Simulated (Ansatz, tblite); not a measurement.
# The cluster Ti2S2: one state, many levels

The task here is to estimate one member of a computed series from the others.

Program: Ansatz 0.2.0, Gaussian basis. Level of theory: as each input shows. These are calculated values, not measurements.

Plan: GFN1-xTB, GFN2-xTB, PBE-D4/def2-TZVP, r2SCAN-D4/def2-TZVP, r2SCANh-D4/def2-TZVP, revPBE-D4/def2-TZVP, LC-ωPBE(0.10)/def2-SVP, LC-ωPBE(0.15)/def2-SVP, LC-ωPBE(0.20)/def2-SVP, LC-ωPBE(0.30)/def2-SVP, PBE-D4/def2-SVP, PBE0-D4/def2-SVP, HF/STO-3G, PBE0-D4/def2-TZVPD, PBE-D4/def2-TZVPD, r2SCAN-D4/def2-TZVPD, CCSD(T)/def2-TZVPP, MP2/def2-TZVP, RPA/def2-TZVP.

3 further runs of the same task are left out: 3 set aside as unsound or not needed. Runs told in other sessions of the task aren't counted.

## The relaxed structure

The singlet was relaxed beforehand with PBE-D4/def2-SVP. At that level it is the lowest of the isomers that a small search found.

4 atoms, charge 0, spin multiplicity 1.

Bond lengths: Ti1–S3 2.276 Å, Ti1–S4 2.275 Å, Ti2–S3 2.275 Å, Ti2–S4 2.276 Å. Angles: S3–Ti1–S4 106.8°, S3–Ti2–S4 106.8°, Ti1–S3–Ti2 58.1°, Ti1–S4–Ti2 58.1°.

As a file:

```xyz
4
S2Ti2
Ti   -1.1711   -0.0561    0.0522
Ti    0.8589    0.5711   -0.5600
S     0.1529    1.0238    1.5552
S     0.1594   -1.5388   -1.0473
```

No spin-orbit coupling is included.

PBE0-D4/def2-TZVP was run before; its log isn't repeated, and its numbers join the tables.

Set-up of the first run:

Tight binding, by tblite at 300 K electronic temperature and without a spin-polarisation term:

```python
tblite.interface.Calculator('GFN1-xTB', numbers, positions, charge=0, uhf=0).singlepoint()
```

Tight binding, by tblite at 300 K electronic temperature and without a spin-polarisation term:

```python
tblite.interface.Calculator('GFN2-xTB', numbers, positions, charge=0, uhf=0).singlepoint()
```

start.molden holds the orbitals of an earlier run on this state, given as this run's starting guess.

Contents of in.yaml:

```yaml
crystal:
  periodic: [false, false, false]
  atoms:
    - {symbol: Ti, position_ang: [-1.171091, -0.056145, 0.052176]}
    - {symbol: Ti, position_ang: [0.858852, 0.571068, -0.559986]}
    - {symbol: S, position_ang: [0.152871, 1.023840, 1.555150]}
    - {symbol: S, position_ang: [0.159368, -1.538763, -1.047340]}
basis:
  gaussian: {orbitals: def2-TZVP, initial_orbitals: start.molden}
hamiltonian: {xc: pbe, dispersion: d4}
scf: {omitted_lower_state_checks: [starts]}
output: {orbitals: {seedname: orbitals}}
```

The run is started by

```
ansatz run in.yaml --threads 4 --pin off --events-out ev --progress --plain --max-ram 4787MiB
```

Steps of the session up to this table: PBE-D4/def2-TZVP; r2SCAN-D4/def2-TZVP; r2SCANh-D4/def2-TZVP; revPBE-D4/def2-TZVP; LC-ωPBE(0.10)/def2-SVP; LC-ωPBE(0.15)/def2-SVP; LC-ωPBE(0.20)/def2-SVP; LC-ωPBE(0.30)/def2-SVP; PBE-D4/def2-SVP; PBE0-D4/def2-SVP; HF/STO-3G; PBE0-D4/def2-TZVPD; PBE-D4/def2-TZVPD; r2SCAN-D4/def2-TZVPD; CCSD(T)/def2-TZVPP; MP2/def2-TZVP; RPA/def2-TZVP.

One table of the session follows, with a row left open; its other results are not shown here.

| level | HOMO (eV) | gap (eV) |
| --- | --- | --- |
| HF/STO-3G | -2.70 | 7.18 |
| PBE-D4/def2-SVP | ? | ? |
| PBE-D4/def2-TZVP | -4.02 | 0.96 |
| PBE-D4/def2-TZVPD | -4.06 | 0.91 |
| revPBE-D4/def2-TZVP | -3.94 | 1.01 |
| r2SCAN-D4/def2-TZVP | -4.12 | 1.29 |
| r2SCAN-D4/def2-TZVPD | -4.15 | 1.23 |
| r2SCANh-D4/def2-TZVP | -4.48 | 2.04 |
| PBE0-D4/def2-SVP | -4.72 | 2.94 |
| PBE0-D4/def2-TZVP | -4.93 | 2.91 |
| PBE0-D4/def2-TZVPD | -4.96 | 2.82 |
| LC-ωPBE(0.10)/def2-SVP | -5.19 | 3.81 |
| LC-ωPBE(0.15)/def2-SVP | -5.72 | 4.91 |
| LC-ωPBE(0.20)/def2-SVP | -6.12 | 5.74 |
| LC-ωPBE(0.30)/def2-SVP | -6.65 | 6.52 |

Q: Estimate the row for PBE-D4/def2-SVP from the others.

As computed: HOMO (eV): -3.75; gap (eV): 0.96. In the column «HOMO (eV)» it lies between revPBE-D4/def2-TZVP (-3.94) and HF/STO-3G (-2.70).

Caveats from the session: † marks a level with a doubtful state (flagged, unstable or spin-contaminated).
